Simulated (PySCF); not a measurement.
C₅H₁₂N (charge +1).
InChI=1S/C5H11N/c1-4-5-6(2)3/h4H,1,5H2,2-3H3/p+1

All values: CAM-B3LYP/def2-SVPD (PySCF, non-relativistic), on one gas-phase PBE0-D3(BJ)/def2-SVP geometry that isn't relaxed in the solvent. The solvent is an IEF-PCM continuum (van der Waals radii × 1.2), and excitations are vertical TDDFT with non-equilibrium linear response and a frozen core. Only the electrostatic response of the medium enters.

Gas-phase singlets (H = HOMO, L = LUMO):

```tsv
state	E (eV)	λ (nm)	f	leading configurations
S1	7.108	174	0.038	H→L 91%
S2	7.562	164	0.267	H→L+1 92%
S3	8.124	153	0.014	H→L+2 70%, H→L+3 16%
S4	8.354	148	0.000	H-1→L+1 68%, H-1→L 25%
S5	8.934	139	0.024	H→L+3 29%, H→L+5 22%, H→L+2 14%
```

Q: What are the lowest 5 singlets in dichloromethane (ε = 8.93)?

A: 
| state | E (eV) | λ (nm) | f | leading configurations | change by rank (eV) |
| --- | --- | --- | --- | --- | --- |
| S1 | 7.266 | 171 | 0.302 | H→L 92% | +0.158 |
| S2 | 7.544 | 164 | 0.129 | H→L+1 79%, H→L+3 14% | -0.018 |
| S3 | 8.121 | 153 | 0.005 | H→L+2 72%, H-1→L 9%, H→L+3 8% | -0.003 |
| S4 | 8.286 | 150 | 0.001 | H-1→L 79%, H→L+2 9% | -0.068 |
| S5 | 8.739 | 142 | 0.024 | H→L+3 44%, H→L+5 18%, H→L+2 13% | -0.195 |

Q: How does the list change in water (ε = 78.36)?

A: 
```
state  E (eV)  λ (nm)      f           leading configurations  change by rank (eV)
   S1   7.300     170  0.303                          H→L 90%               +0.192
   S2   7.570     164  0.119             H→L+1 75%, H→L+3 14%               +0.008
   S3   8.152     152  0.002             H→L+2 72%, H-1→L 16%               +0.028
   S4   8.280     150  0.001             H-1→L 74%, H→L+2 17%               -0.074
   S5   8.735     142  0.019  H→L+3 56%, H→L+5 19%, H→L+1 10%               -0.199
```

Q: The ground-state energy changes by -2.548 eV from gas to water. By how much does the total energy of gas-phase S2 change?

A: E(S2) = E(S0) + excitation energy, so it changes by -2.548 − 0.262 = -2.810 eV: it is lowered more than the ground state, which is what a red shift means. This is the vertical state, with the slow part of the continuum still set for S0.

Q: How do the frontier levels move from gas to water?

A: 
```tsv
orbital	gas (eV)	solvent (eV)	change (eV)
LUMO+2	-2.36	1.94	+4.30
LUMO+1	-3.12	1.22	+4.34
LUMO	-3.37	0.91	+4.28
HOMO	-13.47	-9.36	+4.11
HOMO-1	-15.91	-11.70	+4.21
HOMO-2	-17.31	-12.76	+4.55
HOMO-3	-17.56	-12.85	+4.71
```

The HOMO–LUMO gap goes from 10.09 to 10.27 eV. Rows go by rank; for HOMO-3, HOMO-2, LUMO, LUMO+1 and LUMO+2 the atom shares or the degeneracy differ between the runs, so the row needn't follow one orbital.

Rough CPU time on one thread of a shared machine: about 80 s. This is the whole response run at CAM-B3LYP/def2-SVPD in water, SCF included.

Shape of the structure used: `[CH2:1]=[CH:2][CH2:3][NH+:4]([CH3:5])[CH3:6]`: C1–C2–C3–N4 -13°, C2–C3–N4–C5 160°.
